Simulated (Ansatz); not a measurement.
This geometry of CH$_{5}$AlO (8 atoms, charge 0, multiplicity 1) is a first-order saddle point.

Method: Ansatz, RKS r2SCANh-D4/def2-SVP.

```xyz
8
Properties=species:S:1:pos:R:3
Al -0.170 -0.693 -0.227
H -0.117 0.100 -1.989
O -0.524 -2.062 -1.040
H -0.304 -0.767 -1.971
C 0.218 0.648 1.104
H 1.272 0.959 1.051
H 0.028 0.271 2.120
H -0.402 1.544 0.952
```

Problem. Which two structures does it join? (They come from a converged band through this point; their orientation in space is the band's.)

Solution. Bonds broken: Al1–H2, O3–H4. Bonds formed: H2–H4. CH5AlO becomes CH3AlO + H2.

Initial state:

```xyz
8
Properties=species:S:1:pos:R:3
Al -0.052 -0.055 -0.729
H 0.119 0.789 -2.065
O -0.505 -1.695 -0.850
H -0.673 -2.176 -1.662
C 0.230 0.664 1.050
H 1.271 1.000 1.187
H 0.011 -0.076 1.834
H -0.401 1.549 1.235
```

Final state:

```xyz
8
Properties=species:S:1:pos:R:3
Al -0.277 -1.003 0.055
H 0.014 0.397 -2.027
O -0.686 -2.388 -0.646
H -0.189 -0.333 -2.137
C 0.210 0.589 1.040
H 1.236 0.900 0.794
H 0.158 0.414 2.125
H -0.466 1.423 0.797
```

Problem. How far does it lie above each of them?

Solution. 267.0 kJ/mol above the first and 19.2 kJ/mol above the second. This is the barrier of this one path; another mechanism may lie lower. The orbitals stay closed-shell, which can raise the energy where a bond breaks towards radicals; this wasn't checked here.

The run took 120 s on 2 threads of INTEL(R) XEON(R) PLATINUM 8581C CPU @ 2.10GHz (Emerald Rapids) (shared host), peak memory 0.17 GiB.
